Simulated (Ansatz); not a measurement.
**C2H4FNS (SMILES NC1(F)CS1) at 5 levels**

We compute a comparison of 5 runs (HF/STO-3G, HF/3-21G, HF/def2-SVP, wB97X/3-21G, MP2/6-311G**) of C2H4FNS. 

The results are computed with Ansatz 0.2.0.

5 further runs of the same task are left out: 2 that didn't finish, 3 set aside as unsound or not needed.

### 1 The molecule

C2H4FNS has 9 atoms, charge 0, and is taken as a singlet. As SMILES, `NC1(F)CS1`. The shape is that of a PBE0-D4/def2-TZVP optimisation. This is one conformer, not always the lowest.

Bond lengths: N1–C2 1.407 Å, C2–F3 1.358 Å, C2–C4 1.477 Å, C2–S5 1.794 Å, C4–S5 1.823 Å, N1–H6 1.008 Å, N1–H7 1.013 Å, C4–H8 1.085 Å, C4–H9 1.085 Å. Some angles: N1–C2–F3 109.6°, N1–C2–C4 125.8°, N1–C2–S5 118.1°, F3–C2–C4 114.1°, F3–C2–S5 116.8°, C4–C2–S5 66.9°, C2–C4–S5 64.9°, C2–S5–C4 48.2°, C2–N1–H6 111.8°, C2–N1–H7 112.0°.

### 2 Energy and gradient at HF/STO-3G (run 1)

File input.yaml:

```yaml
crystal:
  periodic: [false, false, false]
  atoms:
    - symbol: N
      position_ang: [1.023400, 0.989700, -0.191800]
    - symbol: C
      position_ang: [0.300100, -0.202000, -0.383300]
    - symbol: F
      position_ang: [1.156200, -1.209900, -0.693900]
    - symbol: C
      position_ang: [-0.880300, -0.631500, 0.394600]
    - symbol: S
      position_ang: [-1.228000, -0.121000, -1.320500]
    - symbol: H
      position_ang: [0.430500, 1.802200, -0.261000]
    - symbol: H
      position_ang: [1.532900, 0.987800, 0.683500]
    - symbol: H
      position_ang: [-0.993200, -1.693200, 0.586700]
    - symbol: H
      position_ang: [-1.253100, 0.031400, 1.168500]
basis:
  gaussian: {orbitals: STO-3G}
hamiltonian: {xc: hf}
accuracy: high
output: {forces: true, orbitals: {seedname: orbitals}}
```

Launch:

```console
$ ansatz run input.yaml --threads 1 --pin off --max-ram 2610MiB --events-out events.jsonl --progress --plain --runs-dir runs
```

Log:

```text
Warning: RAYON_NUM_THREADS=1 ignored (pool sized by the plan → 1); use --threads N
Functional definition: HF
  name "HF"
  exchange = exact_x
  correlation = 0
708 factors; integrals over basis functions are off by at most 3.0e-8 eV
mean field evaluation 1: about -16922.2775 eV, gradient 3.3e1 eV
mean field evaluation 2: about -16922.5188 eV, gradient 3.3e1 eV
mean field evaluation 4: about -16926.5801 eV, gradient 2.0e0 eV
mean field evaluation 8: about -16926.6026 eV, gradient 9.6e-5 eV
mean field -16926.60257667 eV, -622.0411714293 hartree, gradient 1.1e-8 eV, S^2 0.000000; 0 other end points of the search recorded, 0 dependent functions left out
the calculation of the forces begins
reference -16926.60257667 eV, -622.0411714293 hartree; 24, 24 occupied and 9, 9 virtual orbitals, 708 factors
Total energy: -16926.60257667 eV, -622.0411714293 hartree
Atom 0 at     1.023400     0.989700    -0.191800 Å, force     1.500395     1.516055    -0.323314 eV/Å
Atom 1 at     0.300100    -0.202000    -0.383300 Å, force    -0.456392    -1.552634    -1.467313 eV/Å
Atom 2 at     1.156200    -1.209900    -0.693900 Å, force     0.746408    -0.760119    -0.316599 eV/Å
Atom 3 at    -0.880300    -0.631500     0.394600 Å, force    -2.065819     0.232036    -0.300806 eV/Å
Atom 4 at    -1.228000    -0.121000    -1.320500 Å, force     0.279485    -0.339499     1.080595 eV/Å
Atom 5 at     0.430500     1.802200    -0.261000 Å, force    -0.474722     0.834779     0.190103 eV/Å
Atom 6 at     1.532900     0.987800     0.683500 Å, force     0.301484     0.169564     0.761757 eV/Å
Atom 7 at    -0.993200    -1.693200     0.586700 Å, force     0.108786     0.156021     0.268867 eV/Å
Atom 8 at    -1.253100     0.031400     1.168500 Å, force     0.060376    -0.256202     0.106711 eV/Å
Dipole moment:    -0.191547     0.187687     0.416920 e Å
```

Wall time 1.4 s (1 thread of Intel Xeon Platinum 8488C (Sapphire Rapids), shared host).

### 3 Energy and gradient at HF/3-21G (run 2)

File molecule.yaml:

```yaml
crystal:
  periodic: [false, false, false]
  atoms:
    - symbol: "N"
      position_ang: [1.023400, 0.989700, -0.191800]
    - symbol: C
      position_ang: [0.300100, -0.202000, -0.383300]
    - symbol: F
      position_ang: [1.156200, -1.209900, -0.693900]
    - symbol: C
      position_ang: [-0.880300, -0.631500, 0.394600]
    - symbol: S
      position_ang: [-1.228000, -0.121000, -1.320500]
    - symbol: H
      position_ang: [0.430500, 1.802200, -0.261000]
    - symbol: H
      position_ang: [1.532900, 0.987800, 0.683500]
    - symbol: H
      position_ang: [-0.993200, -1.693200, 0.586700]
    - symbol: H
      position_ang: [-1.253100, 0.031400, 1.168500]
basis:
  gaussian: {orbitals: 3-21G.json}
total_charge: 0
hamiltonian: {xc: hf}
accuracy: high
output: {forces: true, orbitals: {seedname: orbitals}}
```

The basis set 3-21G is read from a file made from the Basis Set Exchange's data (not shown).

Launch:

```console
$ ansatz run molecule.yaml --threads 1 --pin off --max-ram 2610MiB --events-out events.jsonl --progress --plain --runs-dir runs
```

Log (excerpt; [...] marks lines left out):

```text
Warning: RAYON_NUM_THREADS=1 ignored (pool sized by the plan → 1); use --threads N
[... 2 set-up lines as earlier in the session ...]
[...]
1384 factors; integrals over basis functions are off by at most 7.6e-9 eV
[...]
mean field -17039.24684803 eV, -626.1807720488 hartree, gradient 5.3e-8 eV, S^2 0.000000; 0 other end points of the search recorded, 0 dependent functions left out
[...]
reference -17039.24684803 eV, -626.1807720488 hartree; 24, 24 occupied and 33, 33 virtual orbitals, 1384 factors
Total energy: -17039.24684803 eV, -626.1807720488 hartree
Atom 0 at     1.023400     0.989700    -0.191800 Å, force    -0.810285     0.588656     1.039529 eV/Å
Atom 1 at     0.300100    -0.202000    -0.383300 Å, force     1.258909    -0.238200     0.577403 eV/Å
Atom 2 at     1.156200    -1.209900    -0.693900 Å, force     0.242555    -0.644938    -0.202826 eV/Å
Atom 3 at    -0.880300    -0.631500     0.394600 Å, force     0.146910    -0.468415     2.169844 eV/Å
Atom 4 at    -1.228000    -0.121000    -1.320500 Å, force    -1.725260     0.500362    -2.505667 eV/Å
Atom 5 at     0.430500     1.802200    -0.261000 Å, force     0.398621     0.017635    -0.222796 eV/Å
Atom 6 at     1.532900     0.987800     0.683500 Å, force     0.193785     0.014273    -0.349794 eV/Å
Atom 7 at    -0.993200    -1.693200     0.586700 Å, force     0.128785     0.537140    -0.124610 eV/Å
Atom 8 at    -1.253100     0.031400     1.168500 Å, force     0.165980    -0.306512    -0.381083 eV/Å
Dipole moment:    -0.186309     0.292316     0.736461 e Å
```

Run time: 2 s. Hardware: 1 thread of Intel Xeon Platinum 8488C (Sapphire Rapids), shared host.

### 4 Energy and gradient at HF/def2-SVP (run 3)

File run.yaml:

```yaml
basis:
  gaussian:
    orbitals: def2-SVP
crystal:
  periodic: [false, false, false]
  atoms:
    - {symbol: N, position_ang: [1.023400, 0.989700, -0.191800]}
    - {symbol: C, position_ang: [0.300100, -0.202000, -0.383300]}
    - {symbol: F, position_ang: [1.156200, -1.209900, -0.693900]}
    - {symbol: C, position_ang: [-0.880300, -0.631500, 0.394600]}
    - {symbol: S, position_ang: [-1.228000, -0.121000, -1.320500]}
    - {symbol: H, position_ang: [0.430500, 1.802200, -0.261000]}
    - {symbol: H, position_ang: [1.532900, 0.987800, 0.683500]}
    - {symbol: H, position_ang: [-0.993200, -1.693200, 0.586700]}
    - {symbol: H, position_ang: [-1.253100, 0.031400, 1.168500]}
hamiltonian:
  xc: hf
accuracy: high
output: {forces: true, orbitals: {seedname: orbitals}}
```

Launch:

```console
$ ansatz run run.yaml --threads 1 --pin off --max-ram 2610MiB --events-out events.jsonl --progress --plain --runs-dir runs
```

Log (excerpt; [...] marks lines left out):

```text
Warning: RAYON_NUM_THREADS=1 ignored (pool sized by the plan → 1); use --threads N
[... 2 set-up lines as earlier in the session ...]
[...]
2202 factors; integrals over basis functions are off by at most 3.6e-9 eV
[...]
mean field -17119.66216909 eV, -629.1359805903 hartree, gradient 7.5e-9 eV, S^2 0.000000; 0 other end points of the search recorded, 0 dependent functions left out
[...]
reference -17119.66216909 eV, -629.1359805903 hartree; 24, 24 occupied and 70, 70 virtual orbitals, 2202 factors
Total energy: -17119.66216909 eV, -629.1359805903 hartree
Atom 0 at     1.023400     0.989700    -0.191800 Å, force    -0.205102     0.167935     0.382297 eV/Å
Atom 1 at     0.300100    -0.202000    -0.383300 Å, force     0.391538    -0.619220    -0.246371 eV/Å
Atom 2 at     1.156200    -1.209900    -0.693900 Å, force    -0.640376     0.642984     0.207506 eV/Å
Atom 3 at    -0.880300    -0.631500     0.394600 Å, force     0.238625     0.082371     0.034335 eV/Å
Atom 4 at    -1.228000    -0.121000    -1.320500 Å, force     0.070497    -0.044089    -0.095105 eV/Å
Atom 5 at     0.430500     1.802200    -0.261000 Å, force     0.285055    -0.268199     0.056854 eV/Å
Atom 6 at     1.532900     0.987800     0.683500 Å, force    -0.177788     0.018372    -0.335028 eV/Å
Atom 7 at    -0.993200    -1.693200     0.586700 Å, force     0.031496     0.075165     0.015402 eV/Å
Atom 8 at    -1.253100     0.031400     1.168500 Å, force     0.006055    -0.055320    -0.019889 eV/Å
Dipole moment:    -0.171451     0.280659     0.650199 e Å
```

Wall time 9.3 s (1 thread of Intel Xeon Platinum 8488C (Sapphire Rapids), shared host).

Run 4 isn't shown in full; the table further down has it.

### 5 Energy and forces at MP2/6-311G(d,p) (run 5)

File run.yaml:

```yaml
crystal:
  periodic: [false, false, false]
  atoms:
    - symbol: "N"
      position_ang: [1.023400, 0.989700, -0.191800]
    - symbol: C
      position_ang: [0.300100, -0.202000, -0.383300]
    - symbol: F
      position_ang: [1.156200, -1.209900, -0.693900]
    - symbol: C
      position_ang: [-0.880300, -0.631500, 0.394600]
    - symbol: S
      position_ang: [-1.228000, -0.121000, -1.320500]
    - symbol: H
      position_ang: [0.430500, 1.802200, -0.261000]
    - symbol: H
      position_ang: [1.532900, 0.987800, 0.683500]
    - symbol: H
      position_ang: [-0.993200, -1.693200, 0.586700]
    - symbol: H
      position_ang: [-1.253100, 0.031400, 1.168500]
basis:
  gaussian: {orbitals: 6-311G_st__st_-spherical.json}
accuracy: high
correlation: {method: mp2, frozen_orbitals: {C: 1, F: 1, H: 0, "N": 1, S: 5}}
output: {forces: true, orbitals: {seedname: orbitals}}
```

The basis set 6-311G** is read from a file made from the Basis Set Exchange's data (not shown).

Launch:

```console
$ ansatz run run.yaml --threads 1 --pin off --max-ram 2610MiB --events-out events.jsonl --progress --plain --runs-dir runs
```

Log (excerpt; [...] marks lines left out):

```text
Warning: RAYON_NUM_THREADS=1 ignored (pool sized by the plan → 1); use --threads N
[... 2 set-up lines as earlier in the session ...]
[...]
2460 factors; integrals over basis functions are off by at most 2.4e-8 eV
[...]
mean field -17129.80563416 eV, -629.5087460560 hartree, gradient 2.5e-8 eV, S^2 0.000000; 0 other end points of the search recorded, 0 dependent functions left out
9 core orbitals not correlated: weight in the atoms' cores, before any rotation towards them, 1.000 or more for the frozen orbitals, at most 0.000 for the correlated occupied ones
reference -17129.80563416 eV, -629.5087460560 hartree; 15, 15 occupied and 98, 98 virtual orbitals, 2460 factors
second order -21.86502941 eV of doubles, -0.00000000 eV of singles
[...]
Total energy: -17151.67066357 eV, -630.3122710663 hartree
Atom 0 at     1.023400     0.989700    -0.191800 Å, force     0.256350     0.258075    -0.055648 eV/Å
Atom 1 at     0.300100    -0.202000    -0.383300 Å, force    -0.188038    -0.030001    -0.012053 eV/Å
Atom 2 at     1.156200    -1.209900    -0.693900 Å, force     0.157080    -0.212910    -0.060954 eV/Å
Atom 3 at    -0.880300    -0.631500     0.394600 Å, force    -0.060205    -0.096906     0.377982 eV/Å
Atom 4 at    -1.228000    -0.121000    -1.320500 Å, force    -0.125620     0.060797    -0.361987 eV/Å
Atom 5 at     0.430500     1.802200    -0.261000 Å, force    -0.069747     0.030583     0.048480 eV/Å
Atom 6 at     1.532900     0.987800     0.683500 Å, force    -0.014156    -0.030993     0.063597 eV/Å
Atom 7 at    -0.993200    -1.693200     0.586700 Å, force     0.037919    -0.028129    -0.015624 eV/Å
Atom 8 at    -1.253100     0.031400     1.168500 Å, force     0.006416     0.049484     0.016208 eV/Å
Dipole moment:    -0.121138     0.268653     0.593856 e Å
```

It took 22 s on 1 thread of Intel Xeon Platinum 8488C (Sapphire Rapids), shared host; peak memory 0.57 GiB.

### 6 All runs side by side

```
run         level  frozen core orbitals  energy (Eh)  dipole moment (D)  HOMO energy (eV)  LUMO energy (eV)  wall time
  1     HF/STO-3G                     –  -622.041171               2.38             -7.29              9.12      1.4 s
  2      HF/3-21G                     –  -626.180772               3.91            -10.18              4.11        2 s
  3   HF/def2-SVP                     –  -629.135981               3.50             -9.99              4.05      9.3 s
  4   wB97X/3-21G                     –  -628.037202               3.64             -9.35              2.58       24 s
  5  MP2/6-311G**                     9  -630.312271               3.18            -10.00              3.23       22 s
```

### 7 Outcome

```
                                          quantity          value
                               run 5: total energy  -630.31227 Eh
         run 5: dipole moment (correlated density)         3.18 D
        run 5: HOMO energy (Hartree–Fock orbitals)      -10.00 eV
        run 5: LUMO energy (Hartree–Fock orbitals)        3.23 eV
      run 5: HOMO–LUMO gap (Hartree–Fock orbitals)       13.23 eV
run 5: correlation energy (9 core orbitals frozen)     -803.5 mEh
                   run 5: largest force on an atom     0.395 eV/Å
```

**Reading.** The dipole moment (its size) runs from 2.38 D (HF/STO-3G) to 3.91 D (HF/3-21G). Over runs 1, 2, 3, 4 the HOMO–LUMO gap runs from 11.93 eV (wB97X/3-21G) to 16.41 eV (HF/STO-3G). The two ends differ in method and basis. In run 1 the basis is minimal, so the values are rough. All runs together took 58 s, the longest 24 s.
